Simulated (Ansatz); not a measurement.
# Al2H (doublet): the correlation ladder, 6-31G

Aim: climb from Hartree-Fock through coupled cluster and multireference methods for Al2H (doublet) at one geometry and basis, and see what each rung misses.

Program: Ansatz 0.2.0, Gaussian basis. Level of theory: 6-31G, core rule «outside noble gas», up to 10 orbitals frozen. These are calculated values, not measurements.

To be run: UHF; CCSD(T) on ROHF; CCSD(T) on UHF; BCCD(T) on ROHF; CISD; CCSDT(Q) on ROHF; CCSDT(Q) on UHF; CISDTQ; CCSDTQ on ROHF; CCSDTQ on UHF; CASSCF and MRCISD+Q, 7 electrons in 9 orbitals; CASSCF and NEVPT2, 7 electrons in 9 orbitals; Full CI.

22 further runs of the same task are left out: 9 that didn't finish, 13 set aside as unsound or not needed.

### 1 The geometry

The geometry is a PBE0/def2-TZVP stationary point (not a proven minimum) of the parent state, kept for this charge and spin.

3 atoms, charge 0, spin multiplicity 2.

Atoms are counted from 1 here; the program's logs count them from 0.

Bond lengths: Al1–Al2 2.360 Å, Al1–H3 1.583 Å. Angles: Al2–Al1–H3 180.0°.

Geometry (Å):

```tsv
atom	x (Å)	y (Å)	z (Å)
Al1	0.0000	0.0000	0.2591
Al2	0.0000	0.0000	-2.1014
H3	0.0000	0.0000	1.8423
```

### 2 UHF

Input file in.yaml:

```yaml
crystal:
  periodic: [false, false, false]
  atoms:
    - {symbol: Al, position_ang: [0.000000, 0.000000, 0.259056]}
    - {symbol: Al, position_ang: [0.000000, 0.000000, -2.101360]}
    - {symbol: H, position_ang: [0.000000, 0.000000, 1.842303]}
basis:
  gaussian: {orbitals: 6-31G}
magnetization: {spin_polarized: true, initial_magnetization: 1}
hamiltonian: {xc: hf}
output: {orbitals: {seedname: orbitals}}
```

On the command line:

```bash
$ ansatz run in.yaml --threads 1 --pin off --events-out ev --progress --plain --max-ram 2393MiB
```

After this run come: CCSD(T) on ROHF; CCSD(T) on UHF; BCCD(T) on ROHF; CISD; CCSDT(Q) on ROHF; CCSDT(Q) on UHF; CISDTQ; CCSDTQ on ROHF; CCSDTQ on UHF; CASSCF and MRCISD+Q, 7 electrons in 9 orbitals; CASSCF and NEVPT2, 7 electrons in 9 orbitals; Full CI.

Before running them: what should the planned runs give, taken together? Wanted: FCI below the RHF energy; RMP2 from FCI; UMP2 from FCI; RCCSD from FCI; RCCSD(T) from FCI; UCCSD(T) from FCI; RCCSDT(Q) from FCI; UCCSDT(Q) from FCI; NEVPT2 valence from FCI.

As calculated:

```
                         quantity                                                                                                                          value
         FCI below the RHF energy                                                                                                                     -2.2149 eV
                    RMP2 from FCI                                                                                                                     +785.6 meV
                    UMP2 from FCI                                                                                                                     +783.5 meV
                   RCCSD from FCI                                                                                                                      +77.3 meV
                RCCSD(T) from FCI                                                                                                                      +28.4 meV
                UCCSD(T) from FCI                                                                                                                      +28.6 meV
               RCCSDT(Q) from FCI                                                                                                                       +1.4 meV
               UCCSDT(Q) from FCI                                                                                                                       +1.4 meV
          NEVPT2 valence from FCI                                                                                                                     +174.0 meV
        MRCISD+Q valence from FCI                                                                                                                       +3.9 meV
levels within 1 kcal/mol (43 meV)  RCCSD(T), UCCSD(T), BCCD(T), RCCSDT, UCCSDT, CISDTQ, RCCSDT(Q), UCCSDT(Q), RCCSDTQ, UCCSDTQ, MRCISD valence, MRCISD+Q valence
                    T1 diagnostic                                                                                                                          0.022
   effectively unpaired electrons                                                                                                                           1.13
```

What this shows: RCCSD(T) misses by +28.4 meV, 1.3 % of the correlation energy. One determinant dominates. Of the multireference levels listed MRCISD+Q valence comes nearest in total energy (+3.9 meV), which doesn't show that its space is the better one. Coupled cluster took another determinant than the lowest Hartree-Fock one. These misses are within one basis, not against nature; the frozen cores of restricted and unrestricted runs differ, which can shift their rows.
